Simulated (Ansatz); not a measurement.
## Worked example: correlation energy of SbH⁺, quartet

Geometry: a point of a stretch scan, not a stationary point.

```xyz
2

Sb    0.0000    0.0000    0.0000
H     0.0000    0.0000    3.4210
```

Basis def2-TZVPP with its core potentials; Ansatz 0.2.0. Only valence electrons are correlated (noble-gas cores and the filled d shells of p-block atoms frozen), which leaves 5 electrons in 55 orbitals. R marks a restricted (for open shells ROHF) determinant. No spin–orbit coupling is included; scalar relativity enters through the core potentials alone.

Full CI is exact within this basis and frozen core; it isn't the basis-set limit.

Runs differ by some tens of microhartree through their thresholds and, for an open shell, their frozen cores, so steps under 0.03 kcal/mol mean nothing.

| level | total energy (hartree) |
| --- | --- |
| RHF | -239.460067 |
| RMP2 | -239.509687 |
| RCCSD | -239.522707 |
| RCCSD(T) | -239.524224 |
| RCCSDT | -239.524634 |
| RCCSDT(Q) | -239.524662 |
| full CI | -239.524639 |

Question: What is the correlation energy at full CI, and what share of it do RMP2 and RCCSD(T) recover?

Answer: E(corr) = -239.524639 − (-239.460067) = -0.064572 hartree = -1.757 eV. RMP2: -0.049620 / -0.064572 = 76.84 %. RCCSD(T): -0.064157 / -0.064572 = 99.36 %.

Question: By how many kcal/mol does RCCSD(T) miss full CI (1 hartree = 627.509 kcal/mol), and which steps make up the rest?

Answer: -239.524224 − (-239.524639) = 0.000415 hartree = 0.26 kcal/mol. Steps: RCCSDT − RCCSD(T) = -0.26, RCCSDT(Q) − RCCSDT = -0.02, full CI − RCCSDT(Q) = 0.01 kcal/mol. That is within 1 kcal/mol of the reference in this basis, which itself misses far more of the correlation at the basis-set limit.
